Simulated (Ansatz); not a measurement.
## Wurtzite ZnO: Voigt–Reuss–Hill bulk modulus by level of theory

No measured value is used here.

```json
[
 {"level (code)": "LDA (Ansatz)", "value (GPa)": "___", "cell (Å³/atom)": "11.33"},
 {"level (code)": "PBE (Ansatz)", "value (GPa)": "129", "cell (Å³/atom)": "12.32"},
 {"level (code)": "r²SCAN (Ansatz)", "value (GPa)": "___", "cell (Å³/atom)": "11.81"},
 {"level (code)": "B3LYP (VWN-RPA form) (Ansatz)", "value (GPa)": "137", "cell (Å³/atom)": "12.26"},
 {"level (code)": "HSE06 (Ansatz)", "value (GPa)": "145", "cell (Å³/atom)": "11.94"},
 {"level (code)": "PBE0 (Ansatz)", "value (GPa)": "146", "cell (Å³/atom)": "11.92"}
]
```

Q: Complete the blanks.

A: 
- LDA (Ansatz, an electronic-structure program), value (GPa): 162
- r²SCAN (Ansatz), value (GPa): 150

Each level is taken at its own relaxed cell. Cutoffs and k meshes differ between the levels. Ansatz's density-functional and Hartree–Fock values are scalar-relativistic unless marked +SOC, with PAW data made under PBE.
